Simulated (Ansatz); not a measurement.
Ideal-gas functions of C₂HF₂N (`FC1=C(F)N1`) at 600 K and 1 bar, from an Ansatz frequency run at PBE0-D4/def2-TZVP.

Molar mass 77.03 g/mol, point group Cs (symmetry number 1), electronic degeneracy 1, moments of inertia 38.593, 136.507, 173.098 u Å². Harmonic wavenumbers (cm⁻¹, unscaled): 202, 311, 361, 471, 687, 804, 1138, 1203, 1312, 1387, 2187, 3332.

Use S(trans) = R[1.5 ln M + 2.5 ln T − 1.1517]; rotational temperatures θ = 24.2544 K / I; S(rot) = R[ln(√π/σ · √(T³/θAθBθC)) + 1.5]; for each mode x = 1.438777 ν̃/T, S = R[x/(eˣ − 1) − ln(1 − e⁻ˣ)] and H = RT x/(eˣ − 1); 1 cm⁻¹ = 0.0119627 kJ/mol; R = 8.31446 J/(mol·K).

Question: By hand: the entropy, in J/(mol·K).

Answer: Translation 177.6. Rotation: θ = 0.6285, 0.1777, 0.1401 K, giving 114.3. Vibration, mode by mode: 14.42, 10.94, 9.77, 7.73, 5.04, 4.04, 2.15, 1.90, 1.54, 1.34, 0.28, 0.03, in all 59.2. Electronic 0.0. Sum 351.1 J/(mol·K).

Question: By hand: H − E and G − E in kJ/mol, counted from the electronic energy.

Answer: Zero-point energy ½ × 13395 × 0.0119627 = 80.1; thermal vibration 19.9; translation, rotation and pV give 4 RT = 20.0. H − E = 120.0 kJ/mol, and G − E = 120.0 − 600 × 351.1/1000 = -90.7 kJ/mol.

Vibration gives 17 % of the entropy.
